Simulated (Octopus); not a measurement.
# SiH4O (silanol): a chain of runs

We compute energy and gradient (PZ81 LDA), then energy and forces (PZ81 LDA), then energy and forces (PZ81 LDA), then energy and gradient (PZ81 LDA), then energy and gradient (PZ81 LDA) of SiH4O (silanol). The setting varied is the grid spacing. 

The results are computed with Octopus 16.4.

9 further runs of the same task are left out: 9 set aside as unsound or not needed.

### 1 The structure to begin with

SiH4O has 6 atoms, charge 0, and is taken as a singlet. SMILES: `O[SiH3]`. Geometry: relaxed at PBE0-D4/def2-TZVP.

Bond lengths: O1–Si2 1.648 Å, O1–H3 0.957 Å, Si2–H4 1.489 Å, Si2–H5 1.481 Å, Si2–H6 1.489 Å. Angles: O1–Si2–H4 111.7°, O1–Si2–H5 105.9°, O1–Si2–H6 111.7°, Si2–O1–H3 117.9°, H4–Si2–H5 109.9°, H4–Si2–H6 107.9°, H5–Si2–H6 109.9°.

### 2 Energy and gradient at PZ81 LDA (scalar, in the pseudopotentials, pseudodojo_lda potentials, box margin 4.5 angstrom, extra states 0, grid spacing 0.195 angstrom, mix field default) (run 4)

Contents of geometry.xyz:

```xyz
6

O      0.636700    -1.030300     0.419000
Si    -0.035700     0.346500    -0.187000
H      0.069100    -1.629200     0.904700
H     -1.128300     0.045700    -1.152800
H      1.060500     1.064900    -0.875600
H     -0.602300     1.202400     0.891700
```

Run with:

```sh
$ OMP_NUM_THREADS=1 octopus > gs.log
```

Log:

```text
Version                : 16.4
[... 72 lines left out ...]
** Warning:
[... 1 line left out ...]
** Warning:
[... 81 lines left out ...]
Converged eigenvectors: 0
#  State  Eigenvalue [eV]  Occupation    Error
[... 11 lines left out ...]
Converged eigenvectors: 0
#  State  Eigenvalue [eV]  Occupation    Error
[... 45 lines left out ...]
Converged eigenvectors: 0
#  State  Eigenvalue [eV]  Occupation    Error
[... 11 lines left out ...]
Converged eigenvectors: 0
#  State  Eigenvalue [eV]  Occupation    Error
[... 8 lines left out ...]
Info: SCF converged in   15 iterations
** Warning:
**   Some of the states are not fully converged!
[... 1 line left out ...]
Octopus emitted 3 warnings.
```

It took 17 s on 1 thread of Intel Xeon at 2.70GHz, shared host; peak memory 0.11 GiB.

### 3 Energy and gradient at PZ81 LDA (scalar, in the pseudopotentials, pseudodojo_lda potentials, box margin 4.5 angstrom, extra states 0, grid spacing 0.172 angstrom, mix field default) (run 5)

geometry.xyz is that of step 2.

Run with:

```sh
$ OMP_NUM_THREADS=1 octopus > gs.log
```

Log:

```text
Version                : 16.4
[... 74 lines left out ...]
** Warning:
[... 86 lines left out ...]
Converged eigenvectors: 0
#  State  Eigenvalue [eV]  Occupation    Error
[... 11 lines left out ...]
Converged eigenvectors: 0
#  State  Eigenvalue [eV]  Occupation    Error
[... 48 lines left out ...]
Converged eigenvectors: 0
#  State  Eigenvalue [eV]  Occupation    Error
[... 11 lines left out ...]
Converged eigenvectors: 0
#  State  Eigenvalue [eV]  Occupation    Error
[... 8 lines left out ...]
Info: SCF converged in   16 iterations
[... 1 line left out ...]
**   Some of the states are not fully converged!
[... 1 line left out ...]
Octopus emitted 4 warnings.
```

It took 27 s on 1 thread of Intel Xeon at 2.70GHz, shared host; peak memory 0.15 GiB.

### 4 Energy and forces at PZ81 LDA (scalar, in the pseudopotentials, pseudodojo_lda potentials, box margin 4.5 angstrom, extra states 0, grid spacing 0.15 angstrom, mix field default) (run 6)

geometry.xyz is that of step 3.

Run with:

```sh
$ OMP_NUM_THREADS=1 octopus > gs.log
```

Log:

```text
Version                : 16.4
[... 72 lines left out ...]
** Warning:
[... 1 line left out ...]
** Warning:
[... 81 lines left out ...]
Converged eigenvectors: 0
#  State  Eigenvalue [eV]  Occupation    Error
[... 11 lines left out ...]
Converged eigenvectors: 0
#  State  Eigenvalue [eV]  Occupation    Error
[... 48 lines left out ...]
Converged eigenvectors: 0
#  State  Eigenvalue [eV]  Occupation    Error
[... 11 lines left out ...]
Converged eigenvectors: 0
#  State  Eigenvalue [eV]  Occupation    Error
[... 8 lines left out ...]
Info: SCF converged in   16 iterations
** Warning:
**   Some of the states are not fully converged!
[... 1 line left out ...]
Octopus emitted 3 warnings.
```

Wall time 50 s (1 thread of Intel Xeon at 2.70GHz, shared host); peak memory 0.2 GiB.

Run 7 isn't shown in full; the table further down has it.

### 5 Energy and forces at PZ81 LDA (scalar, in the pseudopotentials, pseudodojo_lda potentials, box margin 4.50002 angstrom, extra states 0, grid spacing 0.117001 angstrom, mix field default) (run 8)

geometry.xyz is that of step 4.

Run with:

```sh
$ OMP_NUM_THREADS=1 octopus > gs.log
```

Log:

```text
Version                : 16.4
[... 72 lines left out ...]
** Warning:
[... 1 line left out ...]
** Warning:
[... 81 lines left out ...]
Converged eigenvectors: 0
#  State  Eigenvalue [eV]  Occupation    Error
[... 11 lines left out ...]
Converged eigenvectors: 0
#  State  Eigenvalue [eV]  Occupation    Error
[... 51 lines left out ...]
Converged eigenvectors: 0
#  State  Eigenvalue [eV]  Occupation    Error
[... 11 lines left out ...]
Converged eigenvectors: 0
#  State  Eigenvalue [eV]  Occupation    Error
[... 8 lines left out ...]
Info: SCF converged in   17 iterations
** Warning:
**   Some of the states are not fully converged!
[... 1 line left out ...]
Octopus emitted 3 warnings.
```

Wall time 1.8 min (1 thread of Intel Xeon at 2.70GHz, shared host); peak memory 0.38 GiB.

### 6 All runs side by side

| run | level | grid spacing | sweep point | energy (Eh) | dipole moment (D) | HOMO energy (eV) | wall time |
| --- | --- | --- | --- | --- | --- | --- | --- |
| 4 | PZ81 LDA (scalar, in the pseudopotentials, pseudodojo_lda potentials, box margin 4.5 angstrom, extra states 0, grid spacing 0.195 angstrom, mix field default) | 0.195 | 4 | -23.096426 | 1.30 | -7.36 | 17 s |
| 5 | PZ81 LDA (scalar, in the pseudopotentials, pseudodojo_lda potentials, box margin 4.5 angstrom, extra states 0, grid spacing 0.172 angstrom, mix field default) | 0.172 | 5 | -23.082398 | 1.29 | -7.35 | 27 s |
| 6 | PZ81 LDA (scalar, in the pseudopotentials, pseudodojo_lda potentials, box margin 4.5 angstrom, extra states 0, grid spacing 0.15 angstrom, mix field default) | 0.15 | 6 | -23.076390 | 1.29 | -7.35 | 50 s |
| 7 | PZ81 LDA (scalar, in the pseudopotentials, pseudodojo_lda potentials, box margin 4.5 angstrom, extra states 0, grid spacing 0.132 angstrom, mix field default) | 0.132 | 7 | -23.074471 | 1.29 | -7.35 | 77 s |
| 8 | PZ81 LDA (scalar, in the pseudopotentials, pseudodojo_lda potentials, box margin 4.50002 angstrom, extra states 0, grid spacing 0.117001 angstrom, mix field default) | 0.117001 | 8 | -23.073411 | 1.29 | -7.35 | 1.8 min |

Convergence of the total energy of singlet SiH4O with the grid spacing, against the last point:

| grid spacing | from the last (mEh) | wall time |
| --- | --- | --- |
| 0.195 Å | -23.016 | 17 s |
| 0.172 Å | -8.987 | 27 s |
| 0.15 Å | -2.979 | 50 s |
| 0.132 Å | -1.061 | 77 s |
| 0.117001 Å | +0.000 | 1.8 min |

Convergence of the dipole moment of singlet SiH4O with the grid spacing, against the last point:

| grid spacing | from the last (D) | wall time |
| --- | --- | --- |
| 0.195 Å | +0.0105 | 17 s |
| 0.172 Å | +0.0033 | 27 s |
| 0.15 Å | +0.0008 | 50 s |
| 0.132 Å | +0.0003 | 77 s |
| 0.117001 Å | +0.0000 | 1.8 min |

### 7 Outcome

| quantity | value |
| --- | --- |
| run 8, PZ81 LDA: total energy | -23.07341 Eh |
| run 8, PZ81 LDA: dipole moment | 1.29 D |
| run 8, PZ81 LDA: HOMO energy | -7.35 eV |
| run 8, PZ81 LDA: largest force on an atom | 0.602 eV/Å |

What this shows: For the total energy of singlet SiH4O to stay within 10 mEh of the last point, 0.172 Å is the first point of the series from which all later ones do (27 s against 1.8 min). For the total energy of singlet SiH4O to stay within 2 mEh of the last point, 0.132 Å is the first point of the series from which all later ones do (77 s against 1.8 min). For the dipole moment of singlet SiH4O to stay within 0.01 D of the last point, 0.172 Å is the first point of the series from which all later ones do (27 s against 1.8 min). Over the runs the total energy spans 0.626 eV. All runs together took 4.7 min, the longest 1.8 min.
